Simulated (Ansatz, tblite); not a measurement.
Cost and result up the ladder for MgCl2⁻ (3 atoms). The state is a doublet with charge -1. Geometry: PBE0-D4/def2-TZVPD.

Cartesian coordinates in Å:
```
Mg 0.353 -0.396 -0.577
Cl -0.441 1.744 -0.934
Cl 0.088 -1.348 1.511
```

Ansatz on 4 threads of Arm Neoverse V1 on a shared host; xTB runs through tblite on one thread. Times are rough, summed over both states, and most runs start from the orbitals of an earlier one. CCSD(T)/def2-TZVPPD serves as the yardstick here, not as an exact answer. Differences are given only for rows in sets of like size (and for xTB, whose basis is part of the method), since another set adds its own error. The other state is a quartet at its own geometry.

The xTB rows come from tblite. B3LYP takes the VWN-RPA correlation. HSE06 is defined as in plane-wave codes, on full-range PBE exchange. Correlated methods freeze 11 core orbitals; core or outer-core shells of Mg are correlated, in sets that lack core-valence functions. HOMO above LUMO, or a gap near zero within one spin, warns that the state may not be the lowest or that an electron is smeared out. In the quartet, Cl2 and Cl3 lie 2.61 Å apart (atoms count from 1), so these atoms are partly bonded to each other. The structure comes from a short search, and lower isomers may exist.

Correlated methods converge slowly with the basis.

xTB has no spin-polarisation term.

| level | functions | wall time | quartet − doublet (eV) | difference from CCSD(T)/def2-TZVPPD (eV) | remarks |
| --- | --- | --- | --- | --- | --- |
| GFN1-xTB | 22 | 0.005 s | 9.90 | 4.82 | – |
| GFN2-xTB | 27 | 0.007 s | 9.90 | 4.82 | – |
| HF/STO-3G | 27 | 0.2 s | 11.19 | – | HOMO above zero (doublet), HOMO above zero (quartet) |
| MP2/def2-TZVPD | 127 | 2 s | 5.20 | 0.12 | – |
| PBE-D4/def2-TZVPD | 127 | 2.6 s | 4.59 | -0.48 | HOMO above zero (doublet), HOMO above zero (quartet) |
| BLYP-D4/def2-TZVPD | 127 | 3 s | 4.69 | -0.39 | HOMO above zero (doublet), HOMO above zero (quartet) |
| HSE06-D4/def2-TZVPD | 127 | 3.6 s | 4.78 | -0.30 | HOMO above zero (doublet), HOMO above zero (quartet) |
| RPA@PBE/def2-TZVPD | 127 | 3.9 s | 4.79 | -0.28 | – |
| B3LYP-D4/def2-TZVPD | 127 | 4 s | 4.88 | -0.20 | HOMO above zero (doublet), HOMO above zero (quartet) |
| r2SCAN-D4/def2-TZVPD | 127 | 6.8 s | 4.74 | -0.33 | HOMO above zero (doublet), HOMO above zero (quartet) |
| PBE0-D4/def2-TZVPD | 127 | 9.2 s | 4.79 | -0.29 | HOMO above zero (quartet) |
| B97M-V/def2-TZVPD (with forces) | 127 | 12 s | 5.05 | -0.03 | HOMO above zero (doublet), HOMO above zero (quartet), gap within one spin near zero (quartet) |
| ωB97M-V/def2-TZVPD | 127 | 20 s | 5.26 | 0.18 | HOMO above zero (quartet) |
| CCSD(T)/def2-TZVPPD | 137 | 24 s | 5.08 | 0.00 | – |
